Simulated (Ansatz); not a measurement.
# doublet BO: levels of theory in one basis

```yaml
atoms:
  - { symbol: B, position_ang: [0.0000, 0.0000, 0.0000] }
  - { symbol: O, position_ang: [0.0000, 0.0000, 1.4800] }
```

Basis set: def2-SVP (spherical functions). Correlated methods keep 2 orbitals frozen. Correlation on ROHF uses semicanonical orbitals with singles. Charge 0, multiplicity 2.

Computed with Ansatz (development build ahead of 0.2.0); each method stands on the lowest determinant of its kind that the runs found.

```csv
method,E − E(ROHF) (eV),<S²> of the determinant
ROHF,0.00,0.75
UHF,-0.27,1.11
ROHF-MP2,-5.46,–
UHF-MP2,-5.49,1.11
```

Is a single determinant a sound starting point here?

Only with care. Unrestricted orbitals gain 0.27 eV and <S²> is 1.11 against 0.75 for a pure state, a contamination that matters most for the unrestricted series.

Caution for UHF, UHF-MP2: the unrestricted determinant is spin contaminated. Caution for ROHF-MP2, UHF-MP2: bonds are stretched, where a single reference can fail; forces differ strongly between restricted and unrestricted references.
